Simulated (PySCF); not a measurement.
**Bond length, frequency and bond energy of Na₂ by level of theory**

State: ¹Σg⁺ (singlet), closed shell. Set-up: basis Na def2-TZVPP; no relativity; PySCF 2.14. De refers to Na + Na in their ground configurations, without counterpoise correction.

```json
{"Level": "RHF-MP2", "Re (Å)": "3.090", "ωe (cm⁻¹)": "166", "De (eV)": "0.52", "CPU s a point (SCF and correlation, without the integrals)": "0.18"}
{"Level": "RHF-SCS-MP2", "Re (Å)": "3.105", "ωe (cm⁻¹)": "164", "De (eV)": "0.61", "CPU s a point (SCF and correlation, without the integrals)": "n/a"}
{"Level": "RHF-CCSD", "Re (Å)": "3.105", "ωe (cm⁻¹)": "162", "De (eV)": "0.70", "CPU s a point (SCF and correlation, without the integrals)": "n/a"}
{"Level": "RHF-CCSD(T)", "Re (Å)": "3.105", "ωe (cm⁻¹)": "161", "De (eV)": "0.73", "CPU s a point (SCF and correlation, without the integrals)": "4.3"}
{"Level": "PBE", "Re (Å)": "3.094", "ωe (cm⁻¹)": "157", "De (eV)": "0.77", "CPU s a point (SCF and correlation, without the integrals)": "0.69"}
{"Level": "BLYP", "Re (Å)": "3.063", "ωe (cm⁻¹)": "156", "De (eV)": "0.77", "CPU s a point (SCF and correlation, without the integrals)": "0.5"}
{"Level": "r²SCAN", "Re (Å)": "3.142", "ωe (cm⁻¹)": "157", "De (eV)": "0.60", "CPU s a point (SCF and correlation, without the integrals)": "0.8"}
{"Level": "M06-L", "Re (Å)": "3.107", "ωe (cm⁻¹)": "144", "De (eV)": "0.77", "CPU s a point (SCF and correlation, without the integrals)": "1.4"}
{"Level": "TPSSh", "Re (Å)": "3.157", "ωe (cm⁻¹)": "154", "De (eV)": "0.81", "CPU s a point (SCF and correlation, without the integrals)": "1.1"}
{"Level": "r²SCANh", "Re (Å)": "3.133", "ωe (cm⁻¹)": "158", "De (eV)": "0.60", "CPU s a point (SCF and correlation, without the integrals)": "0.9"}
{"Level": "PBE0", "Re (Å)": "3.101", "ωe (cm⁻¹)": "160", "De (eV)": "0.69", "CPU s a point (SCF and correlation, without the integrals)": "1.5"}
{"Level": "ωB97M-V", "Re (Å)": "2.970", "ωe (cm⁻¹)": "183", "De (eV)": "0.80", "CPU s a point (SCF and correlation, without the integrals)": "5.7"}
```

(1) Which functional lies closest to RHF-CCSD(T) in De, which farthest, and by how much do they differ from it?

(2) What does the step from GGA to meta-GGA do here, going from PBE to r²SCAN?

(3) What does the triples do here, going from RHF-CCSD to RHF-CCSD(T)?

Correlated steps freeze 2 core orbitals. Closed-shell solutions of metal pairs were not tested for spin polarisation, which can lower them a little. Where the molecule has an RHF reference, its open-shell atoms are computed with UHF.

The whole job (state search and all levels along the bond) took about 3.8 min on 1 thread of Intel Xeon Platinum 8488C (shared host), peak memory 1.1 GiB.

## Answers

(1) Closest is PBE (-1.1 pm in Re, -2.5 % in ωe, +0.04 eV in De against RHF-CCSD(T) in the same basis), farthest r²SCAN (+3.7 pm in Re, -2.5 % in ωe, -0.13 eV in De). CCSD(T) converges more slowly with the basis than the functionals do and binds too weakly in this one, so the order can change at the basis-set limit.

(2) r²SCAN less PBE: +4.8 pm in Re, +0.0 % in ωe, -0.17 eV in De. 

(3) RHF-CCSD(T) less RHF-CCSD: +0.0 pm in Re, -0.6 % in ωe, +0.03 eV in De. Correlation nearly always deepens the well. The bond length hardly moves.
